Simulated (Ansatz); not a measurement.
A nudged elastic band was laid between two geometries of Al2H5S (8 atoms, charge 1, multiplicity 1).

Theory: RKS PBE/def2-SVP (Ansatz 0.2.0).

| Property | Result |
| --- | --- |
| movable images | 5 |
| climbing image | yes |
| spring | 5.0 eV/Å² |
| optimiser | quadratic models (default) |
| start path | through a guess of the saddle point |
| force threshold | 0.05 eV/Å |
| iteration limit | 60 |
| end points | relaxed |

Initial state:

```xyz
8
Properties=species:S:1:pos:R:3
Al -1.052 1.206 -1.553
Al -0.071 0.634 0.845
S 0.549 -1.797 1.082
H -0.732 0.108 -2.661
H -1.854 2.572 -1.657
H 0.303 1.054 2.336
H 1.112 -2.083 -0.132
H 1.745 -1.693 1.739
```

Final state:

```xyz
8
Properties=species:S:1:pos:R:3
Al -1.032 1.148 -1.598
Al 0.429 -0.292 1.207
S 1.305 -2.088 0.407
H -1.440 -0.037 -2.552
H -1.008 2.715 -1.426
H 0.228 0.561 2.514
H 1.844 -2.460 1.608
H -0.326 0.454 -0.160
```

Which bonds break or form, and what moves?

Bonds broken: Al1–Al2, S3–H8. Bonds formed: Al1–H8, Al2–H8.

Give the energies along the band, and the barrier.

The run converged. The highest image is number 4 of 0 to 6, 121.1 kJ/mol above the first end and 176.2 kJ/mol above the last; the last end lies 55.1 kJ/mol below the first. The profile has 2 maxima (images 2, 4) with wells between them (image 3): this band takes more than one step, which may be the mechanism or a detour left from its start path. Neighbouring images differ by up to 1.8 eV, so the band resolves the path poorly. A vibrational analysis at the climbing image gives one clearly imaginary mode, 997i cm⁻¹, and a faint second one (17i cm⁻¹) that may be numerical noise or a soft torsion: probably a first-order saddle point. The orbitals stay closed-shell, which can raise the energy where a bond breaks towards radicals; this wasn't checked here. Limits of this set-up: the dipole of an ion depends on the origin.

```csv
image,path coordinate (Å),energy (kJ/mol),Al1–Al2 (Å),S3–H8 (Å),Al1–H8 (Å)
0,0.00,0.0,2.65,1.37,5.20
1,1.80,4.3,2.65,1.37,5.31
2,3.60,5.6,2.66,1.37,4.72
3,5.40,0.9,2.66,1.37,3.98
4,7.19,121.1,2.77,1.74,2.18
5,8.82,-53.2,3.43,2.96,1.73
6,10.44,-55.1,3.47,3.07,1.75
```

What is the geometry of the highest image?


```xyz
8
Properties=species:S:1:pos:R:3
Al -1.029 0.916 -1.260
Al 0.749 0.456 0.816
S 1.256 -1.746 0.307
H -1.110 0.001 -2.551
H -1.784 2.237 -0.801
H 1.020 1.188 2.193
H 0.957 -2.309 1.525
H -0.060 -0.743 -0.229
```

Run time: 3 min on 1 thread of Arm Neoverse V2, on a shared host, peak memory 0.14 GiB.
